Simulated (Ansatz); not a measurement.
## Ansatz (development build ahead of 0.2.0) run

```yaml
crystal:
  periodic: [false, false, false]
  atoms:
    - { symbol: Na, position_ang: [0.0, 0.0, 0.0] }
    - { symbol: H, position_ang: [3.35017, 0.0, 0.0] }
    - { symbol: H, position_ang: [-2.20043, 0.0, 0.0] }
basis:
  gaussian: { orbitals: STO-3G }
magnetization:
  initial_magnetization: 3
hamiltonian:
  xc: hf
correlation:
  method: fci
  frozen_orbitals: { H: 0, Na: 1 }
```

The input is written out in the form of the current development build from the run's settings.

Output:

- Converged: yes
- Total energy: -160.62754 hartree
- State: lowest quartet root, of any spatial symmetry
